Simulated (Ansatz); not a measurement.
# CH3NS: the cost of one run

Method: single points in def2-TZVPP; program: Ansatz 0.2.0, Gaussian basis.

Cores are frozen in the correlated methods.

### Step 1. The starting structure

SMILES `N=CS`, 6 atoms, charge 0, spin multiplicity 1.

Atoms are counted from 1 here; the program's logs count them from 0.

Bond lengths: N1–C2 1.273 Å, N1–H4 1.081 Å, C2–S3 1.777 Å, C2–H5 1.154 Å, S3–H6 1.387 Å. Angles: C2–N1–H4 103.1°, N1–C2–S3 121.1°, N1–C2–H5 129.6°, S3–C2–H5 103.5°, C2–S3–H6 93.1°.

As a file:

| atom | x (Å) | y (Å) | z (Å) |
| --- | --- | --- | --- |
| N1 | -1.05765 | -0.01305 | -0.24201 |
| C2 | 0.20819 | -0.06889 | -0.36912 |
| S3 | 1.28009 | 0.10329 | 1.03710 |
| H4 | -1.41030 | -0.09260 | -1.26028 |
| H5 | 0.87356 | 0.24887 | -1.25619 |
| H6 | 0.22334 | 0.28535 | 1.91648 |

### Step 2. PBE-D4/def2-TZVPP

The input, run/in.yaml:

```yaml
crystal:
  periodic: [false, false, false]
  atoms:
    - {symbol: N, position_ang: [-1.057651, -0.013052, -0.242008]}
    - {symbol: C, position_ang: [0.208194, -0.068885, -0.369121]}
    - {symbol: S, position_ang: [1.280092, 0.103293, 1.037103]}
    - {symbol: H, position_ang: [-1.410298, -0.092604, -1.260280]}
    - {symbol: H, position_ang: [0.873556, 0.248873, -1.256189]}
    - {symbol: H, position_ang: [0.223343, 0.285346, 1.916476]}
basis:
  gaussian: {orbitals: def2-TZVPP}
hamiltonian: {xc: pbe, dispersion: d4}
output: {forces: true}
```

Started as:

```sh
$ ansatz run in.yaml --threads 2 --pin off --events-out ev --progress --plain --max-ram 3481MiB
```

What time and memory should one allow on 2 threads of Intel Xeon at 2.50GHz, shared host?

About 4.5 s, with a peak of 0.14 GiB.
